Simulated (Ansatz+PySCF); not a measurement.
Results of a calculation; reference values are marked as such.
Input for Ansatz (development build ahead of 0.2.0):

```yaml
crystal:
  periodic: [false, false, false]
  atoms:
    - { symbol: B, position_ang: [0.0, 0.0, -0.78686] }
    - { symbol: B, position_ang: [0.0, 0.0, 0.78686] }
basis:
  gaussian: { orbitals: def2-SVP }
magnetization:
  initial_magnetization: 2
hamiltonian:
  xc: hf
correlation:
  method: fci
  frozen_orbitals: { B: 1 }
```

The input is written out in the form of the current development build from the run's settings.

Output:

```
Converged                       : yes
Total energy                    : -49.22071 hartree
State                           : lowest triplet root, of any spatial symmetry
Spin squared of the determinant : 2.000
```
